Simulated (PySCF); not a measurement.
O₃, optimised at GFN2-xTB:

```xyz
3

O      0.5612     0.2266    -1.0859
O     -0.0452    -0.0091    -0.0347
O     -0.7355    -1.0289     0.0735
```

Method: PySCF energies (xtb for GFN2) plus ideal-gas RRHO corrections (1 bar). 6-31G* has spherical d functions here. All species are closed-shell singlets. B3LYP is the form with VWN-RPA correlation. Strong static correlation: O₃.

**Question.** List the harmonic frequencies (cm⁻¹, unscaled) at this level and at the other levels, each on its own geometry.

**Answer.** 
- GFN2-xTB: 703, 1302, 1329
- B3LYP/6-31G*: 735, 1236, 1265
- HF/6-31G*: 852, 1448, 1537
- PBE/def2-SVP: 730, 1106, 1210
- PBE0/def2-TZVP: 780, 1304, 1326
